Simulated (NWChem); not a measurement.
# doublet [SF4]+ at 5 levels

We compute a comparison of 5 runs (U-r2SCAN/6-311+G**, UB3LYP/6-311+G**, UBHLYP/6-311+G**, UM06-2X/6-311+G**, UPBE0/6-311+G**) of doublet [SF4]+. 

The results are computed with NWChem 7.3.0.

2 further runs of the same task are left out: 2 that didn't finish.

### 1 Starting point

The species is [SF4]+ (5 atoms), meant as a doublet with charge +1. SMILES of the parent species: `FS(F)(F)F`. Geometry: relaxed at PBE0-D4/def2-TZVP. That shape belongs to the parent species and isn't relaxed for this state.

Bond lengths: F1–S2 1.553 Å, S2–F3 1.649 Å, S2–F4 1.649 Å, S2–F5 1.553 Å. Angles: F1–S2–F3 87.6°, F1–S2–F4 87.6°, F1–S2–F5 101.3°, F3–S2–F4 172.5°, F3–S2–F5 87.6°, F4–S2–F5 87.6°.

### 2 The energy at U-r2SCAN/6-311+G(d,p) (run 1)

Input file f4s.xyz:

```xyz
5
F4S energy
F     -0.561200    -0.228000     1.172800
S      0.064000    -0.357400    -0.243000
F      1.536700    -0.462000     0.491400
F     -1.440100    -0.077300    -0.858200
F      0.400600     1.124600    -0.563100
```

Input file run.py:

```python
from ase.io import read
from ase.calculators.nwchem import NWChem

system = read('f4s.xyz')

calc = NWChem(
    label='f4s',
    theory='dft',
    memory='2200 mb',
    basis='6-311+G**',
    basispar='spherical bse',
    charge=1,
    dft={'xc': 'r2scan', 'mult': '2', 'grid': 'fine', 'convergence': 'energy 1e-08', 'iterations': '100', 'mulliken': None, 'print': 'low'},
    task='energy',
)
system.calc = calc

print(f"energy = {system.get_potential_energy():.6f} eV")
```

The run is started by

```bash
export ASE_NWCHEM_COMMAND="nwchem PREFIX.nwi > PREFIX.nwo"
python run.py
```

The log of the run:

```text
energy = -21686.305560 eV
```

The calculator wrote f4s.nwi:

```
title "f4s"

permanent_dir f4s

scratch_dir f4s

start f4s

geometry units angstrom nocenter noautosym noautoz
  F  -5.6120000000000003e-01 -2.2800000000000001e-01 1.1728000000000001e+00
  S  6.4000000000000001e-02 -3.5740000000000000e-01 -2.4299999999999999e-01
  F  1.5367000000000000e+00 -4.6200000000000002e-01 4.9140000000000000e-01
  F  -1.4400999999999999e+00 -7.7299999999999994e-02 -8.5819999999999996e-01
  F  4.0060000000000001e-01 1.1246000000000000e+00 -5.6310000000000004e-01
end

charge 1

memory 2200 mb

basis spherical bse noprint
   * library 6-311+G**
end

dft
  xc r2scan
  mult 2
  grid fine
  convergence energy 1e-08
  iterations 100
  mulliken
  print low
end

task dft energy
```

f4s.nwo:

```text
Northwest Computational Chemistry Package (NWChem) 7.3.0
             --------------------------------------------------------

           Job information
           ---------------

    nwchem branch   = 7.3.0
    use scalapack   = T
    input           = f4s.nwi
    prefix          = f4s.
    data base       = f4s/f4s.db
    status          = startup
    nproc           =        1

           Memory information
           ------------------

    heap     =     72089596 doubles =      550.0 Mbytes
    stack    =     72089601 doubles =      550.0 Mbytes
    global   =    144179200 doubles =     1100.0 Mbytes (distinct from heap & stack)
    total    =    288358397 doubles =     2200.0 Mbytes
    verify   = yes
    hardfail = no

           Directory information
           ---------------------

  0 permanent = f4s
  0 scratch   = f4s

                                NWChem Input Module
                                -------------------

                                        f4s
                                        ---

[... 24 lines left out ...]
            Nuclear Dipole moment (a.u.)
[... 80 lines left out ...]
   convergence    iter        energy       DeltaE   RMS-Dens  Diis-err    time
[... 13 lines left out ...]
         Total DFT energy =     -796.957036303979
      One electron energy =    -1684.003474082519
           Coulomb energy =      655.344324798483
    Exchange-Corr. energy =      -67.016947597396
 Nuclear repulsion energy =      298.719060577453
[... 41 lines left out ...]
     ------------------------------------------
      Spin Density - Lowdin Population Analysis
     ------------------------------------------

    Atom       Charge   Shell Charges
 -----------   ------   -------------------------------------------------------
    1 F    9     0.03   0.00  0.00  0.01  0.00  0.02 -0.00  0.00  0.00  0.00  0.00
    2 S   16     0.32   0.00  0.00  0.01  0.00  0.05  0.04  0.01  0.00  0.06  0.11  0.01  0.01 -0.00  0.03
    3 F    9     0.30  -0.00  0.00  0.09  0.01  0.17 -0.00  0.04  0.00 -0.00 -0.00
    4 F    9     0.30  -0.00  0.00  0.09  0.01  0.17 -0.00  0.04  0.00 -0.00 -0.00
    5 F    9     0.03   0.00  0.00  0.01  0.00  0.02 -0.00  0.00  0.00  0.00  0.00

     --------------------------
     Expectation value of S2:
     --------------------------
      <S2> =      0.7570 (Exact =     0.7500)

 Task  times  cpu:      109.2s     wall:      109.2s
 Total times  cpu:      109.2s     wall:      109.2s
```

Wall time 1.8 min (1 thread of AMD EPYC 7R43 (Zen 3), shared host); peak memory 0.11 GiB.

### 3 A single-point energy at UB3LYP/6-311+G(d,p) (run 2)

Input file run.py:

```python
from ase import Atoms
from ase.calculators.nwchem import NWChem

mol = Atoms(['F', 'S', 'F', 'F', 'F'], positions=[
    [-0.561200, -0.228000, 1.172800],
    [0.064000, -0.357400, -0.243000],
    [1.536700, -0.462000, 0.491400],
    [-1.440100, -0.077300, -0.858200],
    [0.400600, 1.124600, -0.563100],
])

calc = NWChem(
    label='mymol',
    theory='dft',
    memory='2200 mb',
    basis='6-311+G**',
    basispar='spherical bse',
    charge=1,
    dft={'xc': 'b3lyp', 'mult': '2', 'grid': 'fine', 'convergence': 'energy 1e-08', 'iterations': '100', 'mulliken': None},
    task='energy',
)
mol.calc = calc

print(f"energy = {mol.get_potential_energy():.6f} eV")
```

The run is started by

```bash
export ASE_NWCHEM_COMMAND="nwchem PREFIX.nwi > PREFIX.nwo"
python run.py
```

The log of the run:

```text
energy = -21691.267989 eV
```

The calculator wrote mymol.nwi:

```
title "mymol"

permanent_dir mymol

scratch_dir mymol

start mymol

geometry units angstrom nocenter noautosym noautoz
  F  -5.6120000000000003e-01 -2.2800000000000001e-01 1.1728000000000001e+00
  S  6.4000000000000001e-02 -3.5740000000000000e-01 -2.4299999999999999e-01
  F  1.5367000000000000e+00 -4.6200000000000002e-01 4.9140000000000000e-01
  F  -1.4400999999999999e+00 -7.7299999999999994e-02 -8.5819999999999996e-01
  F  4.0060000000000001e-01 1.1246000000000000e+00 -5.6310000000000004e-01
end

charge 1

memory 2200 mb

basis spherical bse noprint
   * library 6-311+G**
end

dft
  xc b3lyp
  mult 2
  grid fine
  convergence energy 1e-08
  iterations 100
  mulliken
end

task dft energy
```

mymol.nwo:

```text
Northwest Computational Chemistry Package (NWChem) 7.3.0
             --------------------------------------------------------

           Job information
           ---------------

    nwchem branch   = 7.3.0
    use scalapack   = T
    input           = mymol.nwi
    prefix          = mymol.
    data base       = mymol/mymol.db
    status          = startup
    nproc           =        1

           Memory information
           ------------------

    heap     =     72089596 doubles =      550.0 Mbytes
    stack    =     72089601 doubles =      550.0 Mbytes
    global   =    144179200 doubles =     1100.0 Mbytes (distinct from heap & stack)
    total    =    288358397 doubles =     2200.0 Mbytes
    verify   = yes
    hardfail = no

           Directory information
           ---------------------

  0 permanent = mymol
  0 scratch   = mymol

                                NWChem Input Module
                                -------------------

                                       mymol
                                       -----

[... 24 lines left out ...]
            Nuclear Dipole moment (a.u.)
[... 59 lines left out ...]
  convergence criterion.
[... 16 lines left out ...]
          Convergence on density requested:  1.00D-05
[... 22 lines left out ...]
          Spatial weights used:  Erf1
[... 3 lines left out ...]
          Convergence aids based upon iterative change in
[... 84 lines left out ...]
         Total DFT energy =     -797.139402213879
[... 1 line left out ...]
           Coulomb energy =      655.261809735741
[... 1 line left out ...]
 Nuclear repulsion energy =      298.719060577453
[... 841 lines left out ...]
                     DFT Final Beta Molecular Orbital Analysis
[... 930 lines left out ...]
   alpha    111    112    113    114    115    116    117    118
    beta    111    112    113    115    114    116    117    118
 overlap   1.000  1.000  1.000  0.992  1.000  0.992  1.000  1.000

     --------------------------
     Expectation value of S2:
     --------------------------
      <S2> =      0.7588 (Exact =     0.7500)

 center of mass
 --------------
 x =   0.01453302 y =  -0.08119111 z =  -0.05521333

 moments of inertia (a.u.)
 ------------------
         305.683239791803           3.852424579327         -73.433520931853
           3.852424579327         521.206040033316          62.574831653381
         -73.433520931853          62.574831653381         451.703198569716

     Multipole analysis of the density
     ---------------------------------

     L   x y z        total         alpha         beta         nuclear
     -   - - -        -----         -----         ----         -------
     0   0 0 0      1.000000    -26.000000    -25.000000     52.000000

     1   1 0 0      0.142718     -0.423047     -0.280833      0.846597
[... 8 lines of this table left out ...]
     2   0 0 2    -20.678631    -56.026739    -53.855249     89.203358

 Task  times  cpu:       30.1s     wall:       30.1s
 Total times  cpu:       30.1s     wall:       30.1s
```

It took 32 s on 1 thread of AMD EPYC 7R43 (Zen 3), shared host; peak memory 0.11 GiB.

Runs 3 to 4 aren't shown in full; the table further down has their settings and results.

### 4 The energy at UPBE0/6-311+G(d,p) (run 5)

Input file f4s.nw:

```
START f4s
TITLE "F4S"
memory 2200 mb
charge 1

GEOMETRY units angstroms noautosym nocenter noautoz
  F    -0.561200   -0.228000    1.172800
  S     0.064000   -0.357400   -0.243000
  F     1.536700   -0.462000    0.491400
  F    -1.440100   -0.077300   -0.858200
  F     0.400600    1.124600   -0.563100
END

BASIS spherical bse
  * library 6-311+G**
END

DFT
  xc pbe0
  mult 2
  grid fine
  convergence energy 1e-08
  maxiter 100
  mulliken
  noprint "final vectors analysis"
END

TASK dft energy
```

The run is started by

```bash
nwchem f4s.nw > f4s.out
```

The log of the run:

```text
[...]
          Wavefunction type:  spin polarized.
          No. of atoms     :     5
          No. of electrons :    51
[...]
          Charge           :     1
          Spin multiplicity:     2
[...]
          AO basis - number of functions:   118
[...]
              XC Information
              --------------
                         PBE0 Method XC Functional
                     Hartree-Fock (Exact) Exchange  0.250
          PerdewBurkeErnzerhof Exchange Functional  0.750
            Perdew 1991 LDA Correlation Functional  1.000 local
           PerdewBurkeErnz. Correlation Functional  1.000 non-local
[...]
 d= 0,ls=0.0,diis     1   -796.2763652137 -1.09D+03  1.14D-02  8.75D-01     2.8
[...]
 d= 0,ls=0.0,diis    13   -796.6104725732 -5.31D-10  9.71D-08  2.44D-10    29.8
[...]
         Total DFT energy =     -796.610472573172
      One electron energy =    -1683.791824614644
           Coulomb energy =      655.118643633928
    Exchange-Corr. energy =      -66.656352169908
 Nuclear repulsion energy =      298.719060577453
[...]
      Total Density - Mulliken Population Analysis
     ---------------------------------------------
    Atom       Charge   Shell Charges
 -----------   ------   -------------------------------------------------------
    1 F    9     9.04   1.08  0.92  1.15  1.11  2.34  0.91  1.62 -0.09 -0.01  0.01
    2 S   16    15.03   0.78  1.19  0.94  1.05  1.20  0.60  1.85  4.03  0.87  1.75  0.26  0.04  0.02  0.46
    3 F    9     8.94   1.08  0.92  1.14  1.12  2.30  0.93  1.65 -0.19 -0.02  0.00
    4 F    9     8.94   1.08  0.92  1.14  1.12  2.30  0.93  1.65 -0.19 -0.02  0.00
    5 F    9     9.04   1.08  0.92  1.15  1.11  2.34  0.91  1.62 -0.09 -0.01  0.01
[...]
      <S2> =      0.7612 (Exact =     0.7500)
[...]
```

Wall time 31 s (1 thread of AMD EPYC 7R43 (Zen 3), shared host); peak memory 0.11 GiB.

### 5 The series

| run | level | energy (Eh) | ⟨S²⟩ | wall time |
| --- | --- | --- | --- | --- |
| 1 | U-r2SCAN/6-311+G** | -796.957036 | 0.757 | 1.8 min |
| 2 | UB3LYP/6-311+G** | -797.139402 | 0.759 | 32 s |
| 3 | UBHLYP/6-311+G** | -796.950001 | 0.777 | 31 s |
| 4 | UM06-2X/6-311+G** | -796.958634 | 0.764 | 40 s |
| 5 | UPBE0/6-311+G** | -796.610473 | 0.761 | 31 s |

### 6 What came out

```
           quantity          value
run 5: total energy  -796.61047 Eh
        run 5: ⟨S²⟩          0.761
```

Totals of different functionals can't be ranked against each other. All runs together took 4.1 min, the longest 1.8 min.
